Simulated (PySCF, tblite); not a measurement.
Isomers of C4H3N2 (doublet state). Computed with GFN2-xTB (tblite): harmonic, unscaled wavenumbers at the GFN2-xTB geometry, gas phase. The method is semi-empirical: single wavenumbers can be off by several per cent or more. One conformer each. Open shells enter through the occupations alone, without spin polarisation, and single modes of such species can be off by tens of per cent.

Electronic energies: B3LYP/pcH-1 single points on the GFN2-xTB geometries (PySCF, gas phase).

```
                SMILES  electronic energy, lowest = 0 (kcal/mol)
          N#CC[C]1C=N1                                      24.2
[H]/[C]=C1C=NC/1=N\[H]                                      32.7
     N#C[CH][C@H]1C=N1                                       7.3
    [H]/N=C(\[C]=C)C#N                                       0.0
```

Task: How do GFN2-xTB zero-point energies change the relative energies?

Result: 
```csv
SMILES,ZPE (kcal/mol),of it from modes above 1550 cm⁻¹,electronic (kcal/mol),"with ZPE, lowest = 0 (kcal/mol)",lowest mode (cm⁻¹),rings
[H]/N=C(\[C]=C)C#N,35.3,19.6,0.0,0.0,103,0
N#C[CH][C@H]1C=N1,36.0,19.1,7.3,8.1,92,1
N#CC[C]1C=N1,35.3,19.2,24.2,24.2,48,1
[H]/[C]=C1C=NC/1=N\[H],35.9,18.9,32.7,33.3,114,1
```

The zero-point energies span 0.7 kcal/mol, from `[H]/N=C(\[C]=C)C#N` to `N#C[CH][C@H]1C=N1`. The order is unchanged.

Task: And how do the electronic energies of GFN2-xTB itself compare?

Result: `[H]/N=C(\[C]=C)C#N` 0.0; `N#C[CH][C@H]1C=N1` 0.4; `N#CC[C]1C=N1` 14.4; `[H]/[C]=C1C=NC/1=N\[H]` 17.9 kcal/mol, lowest = 0. Against the energies above, taken from the same isomer `[H]/N=C(\[C]=C)C#N`, the largest difference is 14.8 kcal/mol.

Task: What do entropy and thermal enthalpy add at 298.15 K and 1 bar (rigid rotor, harmonic oscillator, one conformer each)?

Result: 
| SMILES | point group | symmetry number | S (cal/(mol K)) | H − H(0) (kcal/mol) | ZPE + H − H(0) − TS (kcal/mol) |
| --- | --- | --- | --- | --- | --- |
| [H]/N=C(\[C]=C)C#N | Cs | 1 | 80.9 | 4.72 | 15.8 |
| N#C[CH][C@H]1C=N1 | C1 | 1 | 77.8 | 4.34 | 17.2 |
| N#CC[C]1C=N1 | Cs | 1 | 81.1 | 4.66 | 15.8 |
| [H]/[C]=C1C=NC/1=N\[H] | Cs | 1 | 76.2 | 4.15 | 17.3 |

S holds R ln(2S + 1) for the spin.
